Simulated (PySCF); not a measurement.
**Ionising LiF**

PBE0; Li pcseg-2, F pcseg-2; no relativity (PySCF 2.14). Neutral (UKS): singlet (closed shell), Re = 1.569 Å, ωe = 915 cm⁻¹, De = 5.66 eV, HOMO -7.89 eV, LUMO -1.13 eV.

LiF⁺ (UKS): doublet (π ↑), Re = 2.051 Å, ωe = 298 cm⁻¹, De = 0.27 eV to Li⁺ + F. The energies at the minima are -107.34829 hartree for LiF and -106.94595 for LiF⁺.

Work out the adiabatic ionisation energy, without and with harmonic zero-point energies (1 hartree = 27.2114 eV, 1 eV = 8065.5 cm⁻¹), and the change of the bond length.

At PBE0: 0.40234 hartree = 10.948 eV between the minima; the zero-point term (298.0 − 915.0)/2 cm⁻¹ = -0.038 eV makes it 10.910 eV. Re changes by +48.2 pm against the neutral. Minus the HOMO energy is 7.89 eV, -3.06 eV from the value between the minima; self-interaction puts the Kohn–Sham level too high, less so with exact exchange. The electron leaves a π orbital, and the ion is left as a loose complex of an ion and an atom.

Weak bonds: LiF⁺. Basis-set superposition, not corrected here, can be much of De in a small basis, most of all at correlated wavefunction levels. For an ion De counts to the pair picked by the measured ionisation energies or electron affinities, which need not be the lowest pair at this level. States were picked by a PBE0 search and need not be the measured ground states.
